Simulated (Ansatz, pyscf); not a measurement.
`[NH2][Si][F]` [singlet] -> `[NH]=[Si]` [singlet] + `[FH]`, an elimination on the singlet surface: H–N, F–Si broken, F–H formed. Optimised with ωB97X-D3(BJ)/def2-SVP in PySCF. Wave-function energies: Ansatz (a program for electronic structure), frozen core, RHF or UHF references. In kJ/mol, from the reactant's lowest minimum found.

```json
[
 {"level": "ωB97M-D3(BJ)/def2-TZVP", "barrier": "245.54", "reaction energy": "+251.93"},
 {"level": "r²SCAN/def2-TZVP", "barrier": "245.08", "reaction energy": "+255.51"},
 {"level": "CCSD(T)/cc-pV(D+d)Z", "barrier": "215.81", "reaction energy": "+203.92"},
 {"level": "CCSDT(Q)/cc-pV(D+d)Z", "barrier": "214.12", "reaction energy": "+202.10"},
 {"level": "CCSD(T)/cc-pV(T+d)Z", "barrier": "243.06", "reaction energy": "+232.40"},
 {"level": "CCSD(T)/cc-pV(Q+d)Z", "barrier": "248.94", "reaction energy": "+238.02"}
]
```

In cc-pV(D+d)Z, going from CCSD(T) to CCSDT(Q) shifts the barrier by -1.69 and the reaction energy by -1.83 kJ/mol. With HF in the quadruple-zeta basis and the correlation energy extrapolated as X⁻³ from X = 3, 4, CCSD(T) gives 250.17 and +240.97; adding the double-zeta shift gives ΔE‡ = 248.48 and ΔE = +239.14 kJ/mol, without core correlation, relativity or geometry relaxation at these levels. On the product side the descent ends in a complex, 29.17 kJ/mol under the separated species and 21.96 kJ/mol under the saddle at ωB97X-D3(BJ)/def2-TZVP. At ωB97M-D3(BJ), r²SCAN the saddle lies under the separated products, which points to a path from their complex (located at ωB97X-D3(BJ) alone), and parting the products costs more than the saddle. One saddle was located; it need not be the lowest between these sides. The CCSD(T) − MP2 part came from Ansatz, without density fitting, on the same reference.
